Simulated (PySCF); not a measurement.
Give a PBE0-D3(BJ)/def2-TZVP geometry of `CNC(C)(C)C`.

Z-matrix in Å and degrees, rows numbered from 1:
```
C 
N   1  1.4457
C   2  1.4650  1  117.37
C   3  1.5311  2  113.23  1   -55.68
C   3  1.5248  2  109.08  1    66.76
C   3  1.5230  2  106.26  1  -175.64
H   1  1.1010  2  115.19  3    58.30
H   1  1.0916  2  108.77  3   179.30
H   1  1.0918  2  110.21  3   -63.75
H   2  1.0125  1  109.50  3  -124.37
H   4  1.0917  3  111.65  2    63.53
H   4  1.0930  3  110.80  2  -176.69
H   4  1.0939  3  110.71  2   -56.99
H   5  1.0917  3  110.12  2    53.16
H   5  1.0923  3  110.34  2   173.20
H   5  1.0921  3  111.73  2   -67.37
H   6  1.0920  3  110.98  2  -179.54
H   6  1.0917  3  110.26  2   -58.87
H   6  1.0947  3  110.77  2    60.85
```

N2 (secondary amine nitrogen) is pyramidal (angles 117.4°, 109.5° and 108.6°, sum 335.5°, 0.37 Å off the plane of its three neighbours). Of the pairs four or more bonds apart, H9···H16 is among the closest relative to their van der Waals radii: 2.23 Å, 93 % of the sum of Bondi's values.

Method used: PySCF, PBE0-D3(BJ)/def2-TZVP geometry optimisation, gas phase.

Stationary, but not proved a minimum.
